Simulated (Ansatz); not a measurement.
**Energy profile**

The step: SiH₃F ([F][SiH3]) + CH₃ → CH₃F ([CH3][F]) + SiH₃; bonds formed: F1–C3; bonds broken: F1–Si2 (atoms numbered as in the saddle structure below).

```csv
atom,x (Å),y (Å),z (Å)
F1,-0.5068,0.0075,0.0055
Si2,0.6896,-0.5093,1.5089
C3,-0.8420,0.5173,-1.5301
H4,0.4015,-0.9808,2.8980
H5,1.4728,0.7488,1.5783
H6,1.4598,-1.5560,0.7933
H7,-0.1631,1.3498,-1.6633
H8,-0.6226,-0.3585,-2.1267
H9,-1.8891,0.7813,-1.4637
```

Electronic energies by CCSD(T) at an estimated basis limit (MP2 extrapolated from triple and quadruple zeta, plus CCSD(T) − MP2 in triple zeta), on PBE0-D4/def2-TZVP structures; CH$_{6}$FSi, doublet; no counterpoise correction; spin–orbit coupling, which lowers free halogen atoms and radicals such as OH and SH, is left out. Computed with Ansatz 0.2.0 (basis: def2-TZVPP and def2-QZVPP); correlated methods freeze the cores; orbitals are unrestricted. Extrapolation: Hartree–Fock as exp(−7.88 √X), correlation as X^−2.97.

Question: Give the profile in kJ/mol, counted from the separated reactants. (An estimate is asked for; the value comes from the calculation.)

Answer: By the calculation:
| point | kJ/mol |
| --- | --- |
| separated: SiH$_{3}$F (linked as [F][SiH3]; F1, Si2, H4, H5, H6; singlet) + CH$_{3}$ (C3, H7, H8, H9; doublet) | 0.0 |
| start structure | -5.0 |
| saddle | 265.1 |
| end structure | 159.7 |
| separated: CH$_{3}$F (linked as [CH3][F]; F1, C3, H7, H8, H9; singlet) + SiH$_{3}$ (Si2, H4, H5, H6; doublet) | 165.3 |

T1 diagnostic: at most 0.025. ⟨S²⟩ of the unrestricted Hartree–Fock references: 0.75 to 0.78 (a pure state has 0.75).

Radical steps of this kind take place in plasma deposition and etching.

For scale, one of the runs: CCSD(T)/def2-TZVPP, 188 basis functions, launched by `ansatz run in.yaml --threads 4 --pin off --events-out ev --progress --plain --max-ram 9574MiB`. The run took 120 s on 4 CPU threads of an Intel Xeon (shared host), with 5 GiB of host memory at its peak.
